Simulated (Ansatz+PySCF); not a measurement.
Values are calculated unless marked as measured or tabulated.
Input for PySCF 2.14.0:

```python
from pyscf import gto, scf

mol = gto.M(atom="""
B 0.000000 0.000000 -0.723910
B 0.000000 0.000000 0.723910
""", basis='def2-svp', charge=0, spin=2)
mf = scf.UHF(mol)
mf.init_guess = '1e'
mf.kernel()
while True:  # follow internal instabilities
    mo, _, stable, _ = mf.stability(return_status=True)
    if stable: break
    mf.kernel(mf.make_rdm1(mo, mf.mo_occ))
print(mf.converged, mf.e_tot, mf.spin_square()[0])
```

The script is written out from the run's settings.

The run gave:

```yaml
Converged: yes
Total_energy: -49.08950 hartree
Spin_squared_of_the_determinant: 2.947
```

Caution: the unrestricted determinant is a mixture of spin states; the determinant breaks the point group.
